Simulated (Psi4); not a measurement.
# S2 (SMILES S=S): CASSCF(6,6)/6-31G(d) (density fitting, density fitting for correlation, spherical functions, nat orbs yes, sweep point 3)

We compute the energy of S2. The job is set up through a Python script.

Program for the calculation: Psi4 1.11.

2 further runs of the same task are left out: 2 set aside as unsound or not needed.

**1. The molecule**

The species is S2 (2 atoms), meant as a triplet with charge 0. SMILES: `S=S`. Geometry: the measured bond length.

Bond lengths: S1–S2 1.889 Å.

**2. The energy at CASSCF(6,6)/6-31G(d) (density fitting, density fitting for correlation, spherical functions, nat orbs yes, sweep point 3)**

Contents of calc.py:

```python
import psi4

psi4.set_memory(1600000000)
psi4.set_num_threads(1)
psi4.set_output_file('psi4.out', False)

molecule = psi4.geometry("""
0 3
S      0.00000000     0.00000000     0.00000000
S      0.00000000     0.00000000     3.57007059
units bohr
symmetry c1
""")

psi4.set_options({
    'basis': '6-31G*',
    'reference': 'rohf',
    'puream': True,
    'scf_type': 'df',
    'restricted_docc': [13],
    'active': [6],
    'mcscf_type': 'df',
    'mcscf_maxiter': 80,
    'mcscf_r_convergence': 0.0001,
    'mcscf_e_convergence': 1e-06,
    'nat_orbs': True,
    'maxiter': 150,
})

result, w = psi4.energy("casscf", molecule=molecule, return_wfn=True)
print(f'total energy {result:.8f} hartree = {result * 27.211386:.5f} eV')
```

Run with:

```console
$ python calc.py
```

psi4.out:

```text
[...]
  Running in c1 symmetry.
[...]
  Nuclear repulsion =   71.707265597793125
[...]
  Multiplicity = 3
[...]
  Nalpha       = 17
  Nbeta        = 15
[...]
    Number of basis functions: 36
[...]
   @DF-ROHF iter   1:  -794.99627061015417   -3.53557e-01   1.90756e-03 DIIS
[...]
   @DF-ROHF iter   8:  -795.00346927148826   -4.20641e-12   3.79370e-09 DIIS
[...]
    Orbital Energies [Eh]
    ---------------------
    Doubly Occupied:
       1A    -91.998418     2A    -91.998376     3A     -9.014261
       4A     -9.013880     5A     -6.695440     6A     -6.694473
       7A     -6.692535     8A     -6.692535     9A     -6.692465
      10A     -6.692465    11A     -1.092943    12A     -0.799203
      13A     -0.519001    14A     -0.474253    15A     -0.474253
    Singly Occupied:
      16A     -0.186158    17A     -0.186158
[...]
Warning: iopen=0,opentype!=closed. Making iopen=1
[...]
   @DF-MCSCF Final Energy: -795.023726727077928
[...]
    Warning: Norm of correction (root 0) is < 1.0E-13
   @CI  1:     0   -795.023726727078   0.0000E+00   3.8368E-13 c
   ==> Energetics <==
    SCF energy =         -795.003469271488257
    Total MCSCF energy = -795.023726727077928
[...]
 Multipole Moments:
 ------------------------------------------------------------------------------------
     Multipole            Electronic (a.u.)      Nuclear  (a.u.)        Total (a.u.)
 ------------------------------------------------------------------------------------
 L = 1.  Multiply by 2.5417464519 to convert [e a0] to [Debye]
 Dipole X            :          0.0000000            0.0000000            0.0000000
 Dipole Y            :         -0.0000000            0.0000000           -0.0000000
 Dipole Z            :         -0.0000000            0.0000000           -0.0000000
 Magnitude           :                                                    0.0000000
[...]
```

On the terminal:

```text
total energy -795.02372673 hartree = -21633.69751 eV
```

It took 1.4 s on 1 thread of Intel Xeon 6975P-C (Granite Rapids), shared host; peak memory 0.16 GiB.

**3. Summary of results**

Level: CASSCF(6,6)/6-31G* (density fitting, density fitting for correlation, spherical functions, nat orbs yes, sweep point 3).

| quantity | value |
| --- | --- |
| total energy | -795.02373 Eh |
| dipole moment (correlated density) | 0.00 D |
